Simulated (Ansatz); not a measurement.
Process, species as SMILES: C=C (C2H4) + 2 [H][H] (H2) → 2 C (CH4)
B3LYP-D3(BJ)/def2-TZVP geometries, fixed; electronic energies without zero-point terms.

Basis-set convergence of the energy of full hydrogenation at CCSD(T) with Ansatz (a quantum-chemistry and plane-wave program). Cartesian d functions, on some or all atoms, in 6-31G*, 6-31+G*; all else is spherical. Cores are frozen. No added dispersion term, no relativity. Functions are those of the species that has most. Reference: Hartree-Fock in aug-cc-pVQZ plus the correlation part extrapolated as X^-3 from aug-cc-pVTZ and aug-cc-pVQZ, -57.69 kcal/mol, itself unsure by roughly 0.14 kcal/mol (a third of the extrapolation step and of the last Hartree-Fock step). Deviations are taken from unrounded values.

```csv
basis,functions,energy of full hydrogenation (kcal/mol)
6-31G*,38,-54.43
6-31+G*,46,-53.04
cc-pVDZ,48,-58.32
aug-cc-pVDZ,82,-58.47
def2-SVP,48,-60.04
def2-SVPD,72,-60.44
pcseg-1,48,-58.07
aug-pcseg-1,82,-59.56
6-311G**,60,-57.32
6-311+G**,68,-56.59
def2-TZVP,86,-56.49
def2-TZVPD,110,-56.16
cc-pVTZ,116,-58.29
aug-cc-pVTZ,184,-58.37
pcseg-2,116,-58.52
aug-pcseg-2,184,-58.36
def2-TZVPP,118,-58.06
def2-TZVPPD,142,-58.09
cc-pVQZ,230,-58.08
aug-cc-pVQZ,344,-57.89
def2-QZVPP,234,-57.97
def2-QZVPPD,258,-57.94
```

What the diffuse functions change, pair by pair:
- 6-31G* to 6-31+G*: 8 more functions, deviation 3.26 to 4.66 kcal/mol
- cc-pVDZ to aug-cc-pVDZ: 34 more functions, deviation -0.63 to -0.78 kcal/mol
- def2-SVP to def2-SVPD: 24 more functions, deviation -2.35 to -2.75 kcal/mol
- pcseg-1 to aug-pcseg-1: 34 more functions, deviation -0.38 to -1.87 kcal/mol
- 6-311G** to 6-311+G**: 8 more functions, deviation 0.37 to 1.10 kcal/mol
- def2-TZVP to def2-TZVPD: 24 more functions, deviation 1.20 to 1.53 kcal/mol
- cc-pVTZ to aug-cc-pVTZ: 68 more functions, deviation -0.60 to -0.68 kcal/mol
- pcseg-2 to aug-pcseg-2: 68 more functions, deviation -0.82 to -0.67 kcal/mol
- def2-TZVPP to def2-TZVPPD: 24 more functions, deviation -0.37 to -0.40 kcal/mol
- cc-pVQZ to aug-cc-pVQZ: 114 more functions, deviation -0.39 to -0.20 kcal/mol
- def2-QZVPP to def2-QZVPPD: 24 more functions, deviation -0.28 to -0.25 kcal/mol

Leaving out the reference's own pair, they bring the value nearer the reference by more than 0.14 kcal/mol in 1 of 10 pairs.
